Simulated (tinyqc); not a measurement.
CCD on RHF in the sto-6g basis, frozen core, for H2F+, spin multiplicity 1, step by step. One step of it, computed by the program tinyqc.

Task: CCD: starting amplitudes. t_ij^ab = <ij||ab> / (e_i + e_j - e_a - e_b), whose energy is MP2.

orbital energies (hartree): MO1 -26.930700, MO2 -2.030501, MO3 -1.153544, MO4 -1.051717, MO5 -1.025401, MO6 -0.058294, MO7 0.091939

Two-electron integrals over orbitals (pq|rs), unique and non-zero (hartree); the lowest 1 orbital is frozen and left out:
```
(22|22) 0.863771    (32|32) 0.155783    (33|22) 0.755076    (33|33) 0.728140
(42|22) -0.002036   (42|33) -0.006841   (42|42) 0.161685    (43|32) 0.006975
(43|43) 0.048474    (44|22) 0.818145    (44|33) 0.708410    (44|42) -0.086964
(44|44) 0.884184    (52|52) 0.183198    (53|53) 0.037929    (54|52) -0.032748
(54|54) 0.053435    (55|22) 0.884881    (55|33) 0.742925    (55|42) -0.050890
(55|44) 0.832829    (55|55) 0.998085    (62|22) -0.143535   (62|33) -0.088669
(62|42) -0.043428   (62|44) -0.100813   (62|55) -0.147461   (62|62) 0.074610
(63|32) 0.024854    (63|43) 0.018351    (63|63) 0.068622    (64|22) -0.145906
(64|33) -0.086041   (64|42) 0.009691    (64|44) -0.152593   (64|55) -0.150399
(64|62) 0.060132    (64|64) 0.076498    (65|52) -0.051077   (65|54) -0.008680
(65|65) 0.025044    (66|22) 0.564580    (66|33) 0.548037    (66|42) 0.065664
(66|44) 0.532479    (66|55) 0.540643    (66|62) -0.052236   (66|64) -0.026671
(66|66) 0.540861    (72|32) 0.067594    (72|43) -0.021974   (72|63) -0.025689
(72|72) 0.056338    (73|22) 0.212871    (73|33) 0.164436    (73|42) -0.056741
(73|44) 0.201183    (73|55) 0.233279    (73|62) -0.069468   (73|64) -0.087922
(73|66) 0.017418    (73|73) 0.162064    (74|32) -0.054327   (74|43) 0.007277
(74|63) -0.043023   (74|72) -0.011075   (74|74) 0.048537    (75|53) 0.025555
(75|75) 0.019730    (76|32) -0.091858   (76|43) -0.048936   (76|63) -0.085063
(76|72) 0.005104    (76|74) 0.061243    (76|76) 0.162845    (77|22) 0.607243
(77|33) 0.607409    (77|42) 0.007754    (77|44) 0.584357    (77|55) 0.594198
(77|62) -0.044851   (77|64) -0.030242   (77|66) 0.534917    (77|73) 0.068022
(77|77) 0.572191
```

Give: Starting amplitudes; correlation energy.

Result:

Starting amplitudes (spin orbitals 1a, 1b, ...; amplitudes related by a flip of all spins are not repeated):
```
from      to        t
3a 3b  7a 7b  -0.0651
3a 4b  6b 7a  -0.0393
4a 4b  6a 6b  -0.0385
3a 3b  6a 6b  -0.0313
2a 3b  6a 7b   0.0216
4a 4b  7a 7b  -0.0212
2a 4b  6a 6b  -0.0203
3a 4a  6a 7a  -0.0201
3a 4b  6a 7b   0.0192
2a 2b  6a 6b  -0.0189
2a 3a  6a 7a   0.0136
2a 2b  7a 7b  -0.0133
5a 5b  6a 6b  -0.0129
5a 5b  7a 7b  -0.0088
2a 3b  6b 7a  -0.0080
2a 4b  7a 7b   0.0034
```

correlation energy = -0.036801 hartree
